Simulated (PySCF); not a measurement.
## Field gradients at the hydrogen positions

C3H5P.
SMILES with atom numbers: `[CH2:1]=[CH:2][P:3]=[CH2:4]` (hydrogens: H5, H6 on C1; H7 on C2; H8, H9 on C4)

Structure used (GFN2-xTB), in Å, numbered top down from 1:
```
atom  x, y, z in Å
C1    -1.8105    0.4174    0.3645
C2    -0.6318    0.1043   -0.1585
P3     0.8765    0.0040    0.8446
C4     1.9859   -0.4115   -0.3278
H5    -2.7062    0.4767   -0.2332
H6    -1.9234    0.6270    1.4158
H7    -0.5344   -0.1039   -1.2180
H8     1.7375   -0.5524   -1.3681
H9     3.0199   -0.5556   -0.0627
```

Level: PBE0/pcSseg-1 (PySCF, non-relativistic); Q(2H) = 0.00286 b; rigid geometry, the same for H and D, with no vibrational averaging.

Question: Rank these positions by the coupling χzz of a deuteron there, largest first.
A. H8 (hydrogen on carbon)
B. H6 (vinylic hydrogen)
C. H7 (vinylic hydrogen)

Answer: A (227 kHz), B (223 kHz), C (217 kHz).

Give the electric field gradient Vzz (the principal value of largest size), its asymmetry and the 2H coupling at each hydrogen.

| atom | bonded to | bond length (Å) | Vzz (au) | η | χzz (kHz) |
| --- | --- | --- | --- | --- | --- |
| H5 | C1 | 1.078 | 0.3333 | 0.04 | 224 |
| H6 | C1 | 1.078 | 0.3317 | 0.05 | 223 |
| H7 | C2 | 1.084 | 0.3230 | 0.05 | 217 |
| H8 | C4 | 1.079 | 0.3384 | 0.04 | 227 |
| H9 | C4 | 1.077 | 0.3404 | 0.05 | 229 |

Geometry: GFN2-xTB, one conformer, isolated molecule. GFN2-xTB bond lengths can be off by several hundredths of an ångström, more for odd bonds, and the gradients follow them. With a basis this small, the couplings can be 20 % off.

These values come from a run that also computed NMR shieldings. On an Arm Neoverse V1 with one thread, no GPU, shared host with 32 logical CPUs at a one-minute load of 13, this took 5.3 s of wall time and 0.44 GiB of memory at its peak.
